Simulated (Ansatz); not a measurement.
`N/C(F)=N/CF`. The species carries charge 0 and has multiplicity 1. Geometry: relaxed with PBE0-D4/def2-TZVP. It is one conformer, not always the lowest.

```xyz
10

N     1.456   -0.382   -1.312
C     0.634    0.028   -0.317
F     1.291    0.869    0.509
N    -0.572   -0.276   -0.194
C    -1.367    0.265    0.848
F    -2.226   -0.712    1.299
H     2.445   -0.336   -1.143
H     1.116   -1.149   -1.865
H    -0.790    0.611    1.712
H    -1.986    1.083    0.463
```

Q: What is the dipole moment at r2SCAN/def2-TZVPP? (Best estimate.)

A: The calculation gave: 3.51 D, with components (3.18, 0.32, -1.44) D in this frame, pointing from negative to positive charge.

Q: And with PBE, B3LYP, ωB97M-V? (Estimate.)

A: Ansatz gave: PBE 3.44 D, B3LYP 3.48 D, ωB97M-V 3.47 D.

Q: Give the Mulliken charges with r2SCAN, B3LYP, ωB97M-V in def2-TZVPP. (An estimate is asked.)

A: Computed: 
```
atom  r2SCAN  B3LYP  ωB97M-V
  N1   -0.32  -0.27    -0.23
  C2    0.37   0.31     0.34
  F3   -0.20  -0.21    -0.20
  N4   -0.32  -0.26    -0.27
  C5    0.23   0.14     0.09
  F6   -0.24  -0.24    -0.23
  H7    0.18   0.17     0.15
  H8    0.20   0.19     0.16
  H9    0.05   0.08     0.10
 H10    0.04   0.09     0.10
```

B3LYP here is the variant with VWN-RPA as its local correlation; programs differ in this.
